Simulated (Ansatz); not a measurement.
Mulliken charges of C4H5F (`CC1C=C1F`) from PBE/def2-TZVPP in Ansatz (PBE0-D4/def2-TZVP geometry).

```csv
atom,x (Å),y (Å),z (Å),charge (e)
C1,-0.900,-0.877,-0.291,-0.209
C2,-0.014,0.033,0.522,-0.107
C3,1.424,0.380,0.061,-0.225
C4,0.523,1.288,-0.001,0.221
F5,0.206,2.519,-0.320,-0.126
H6,-1.957,-0.654,-0.120,0.080
H7,-0.697,-0.766,-1.359,0.071
H8,-0.738,-1.924,-0.020,0.074
H9,-0.182,-0.046,1.600,0.065
H10,2.419,-0.005,-0.069,0.156
```

Question: By hand: the dipole of these point charges (1 e Å = 4.8032 D).

Answer: Σ q r = (0.064, -0.191, 0.017) e Å, of length 0.202 e Å = 0.97 D.

Question: How does the dipole of the full density compare? (Estimate.)

Answer: The calculation gave: (0.066, -0.203, 0.034) e Å, 1.04 D; the point charges give 0.93 times that, at 4° from its direction.

Point charges leave out the atoms' own dipoles, such as those of lone pairs, and Mulliken's split depends on the basis, so the close match here is no proof of good charges.
